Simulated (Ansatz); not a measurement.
# AlBH: the cost of one run

Computed with Ansatz 0.2.0, Gaussian basis. Level: def2-QZVPP, all electrons in the functionals.

The runs, in order: PBE, BLYP, r2SCAN, B97M-V, PBE0, B3LYP, wB97M-V, at charge 0, doublet; charge 0, quartet; charge 1, singlet; charge 1, triplet.

2 further runs of the same task are left out: 2 set aside as unsound or not needed.

## (1) What is computed

The geometry is a PBE0/def2-TZVP stationary point (not a proven minimum).

3 atoms, charge 0, spin multiplicity 2.

Atoms are counted from 1 here; the program's logs count them from 0.

Bond lengths: B1–Al2 2.120 Å, B1–H3 1.196 Å. Angles: Al2–B1–H3 167.9°.

No dispersion term is added; B97M-V, wB97M-V hold VV10 nonlocal correlation. B3LYP takes the VWN-RPA correlation.

The geometry shown and the zero of energy belong to the point charge 0, doublet. The yardstick, UCCSD(T), and other wave-function levels (R restricted, U unrestricted, valence and pair active spaces) come from earlier runs.

## (2) PBE, charge 0, doublet

in.yaml

```yaml
crystal:
  periodic: [false, false, false]
  atoms:
    - {symbol: B, position_ang: [0.000000, -0.091982, 0.314337]}
    - {symbol: Al, position_ang: [0.000000, -0.033351, -1.805038]}
    - {symbol: H, position_ang: [0.000000, 0.125333, 1.490702]}
basis:
  gaussian: {orbitals: "def2-QZVPP.json"}
magnetization: {spin_polarized: true, initial_magnetization: 1}
hamiltonian: {xc: {name: PBE}}
output: {orbitals: {seedname: orbitals}}
```

On the command line:

```console
ansatz run in.yaml --threads 1 --pin off --events-out ev --progress --plain --max-ram 2393MiB
```

What time and memory should one allow on 1 thread of Arm Neoverse V1, shared host?

About 34 s, with a peak of 0.3 GiB.
